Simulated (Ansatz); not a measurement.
Results of PBE in Ansatz (PAW) for antifluorite Mg₂Ge.

Settings: plane-wave cutoff 520 eV, 20×20×20 k mesh, perturbation theory, scalar-relativistic PAW data made under PBE.

The cell has the measured lattice: a = 6.3849 Å, b = 6.3849 Å, c = 6.3849 Å, α = 90.00°, β = 90.00°, γ = 90.00°.

Q: What does this level give for the high-frequency dielectric constant and static dielectric constant?

A: 
* **high-frequency dielectric constant**: 16.5
* **static dielectric constant**: 23.9

Note: the cell isn't this level's own, so it is under some stress, which shifts stiffness and frequencies.

Computing time: very roughly 40 core-minutes.

Ansatz is a quantum-chemistry and plane-wave program.
